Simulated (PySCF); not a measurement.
A simulated first-order isotropic EPR spectrum at 9.472 GHz has these lines.

Lines, field (mT) (relative intensity): 329.91 (1), 330.02 (3), 330.12 (3), 330.23 (1), 333.60 (1), 333.71 (3), 333.81 (3), 333.92 (1), 337.29 (1), 337.39 (3), 337.50 (3), 337.60 (1), 338.62 (1), 338.72 (3), 338.83 (3), 338.93 (1), 342.31 (1), 342.41 (3), 342.52 (3), 342.62 (1), 346.00 (1), 346.10 (3), 346.21 (3), 346.31 (1)

Question: What is g?

Answer: The pattern is symmetric about 338.11 mT, so g = hν/(μB·B0) = 9472/(13.99624 × 338.11) = 2.0016, a shift of -0.8 × 10⁻³ from the free-electron value.

Question: Take the pattern apart into splittings.

Answer: The first two lines at either end are about 0.11 mT apart, which is the smallest coupling, and their intensity ratio 1:3 counts the nuclei that share it. In full: a 1:1 doublet of 8.71 mT (244 MHz), from 1 nucleus of spin 1/2; a 1:1:1 triplet of 3.69 mT (103 MHz), from 1 nucleus of spin 1; a 1:3:3:1 quartet of 0.11 mT (3 MHz), from 3 nuclei of spin 1/2. Check: Σ 2nI·a is the distance from the first to the last line, 16.40 mT.

Question: The radical has the formula C2H4N. Propose a structure, and say which nuclei carry the couplings.

Answer: The pattern alone needn't single out one isomer; the structure behind this simulation is `[H]/[C]=N\C` [radical], numbered [H]/[C:1]=[N:2]\[CH3:3] (hydrogens: H4 on C1; H5, H6, H7 on C3). 8.71 mT: 1H at H4 (1 bond from C1; computed sign +); 3.69 mT: 14N at N2 (1 bond from C1; computed sign +); 0.11 mT: 1H at H5/H6/H7 (3 bonds from C1; computed sign −). Largest spin populations (Mulliken): C1 (+0.69), H4 (+0.12) and N2 (+0.12). No atom but C1 exceeds +0.15.

Computed with UKS B3LYP, IGLO-III on C N, pcH-1 on H, non-relativistic, mean-field spin-orbit, GIAO (PySCF 2.14.0). Isolated species at its PBE0-D3(BJ)/def2-SVP geometry, gas phase. Stability of the SCF solution: not tested.

Means are taken over nuclei equivalent by connectivity, which assumes that they swap fast. The three 1H nuclei of mean -2.9 MHz run from -11.9 to 15.0 MHz in the frozen geometry.

First-order positions only. To second order lines move to lower field by a²/(2B0)·[J(J+1) − M²], with J the total spin of the equivalent nuclei and M its projection: up to 0.06 mT for the 8.71 mT coupling at this field.

Rare isotopes and splittings under 0.04 mT were left out of the simulation.
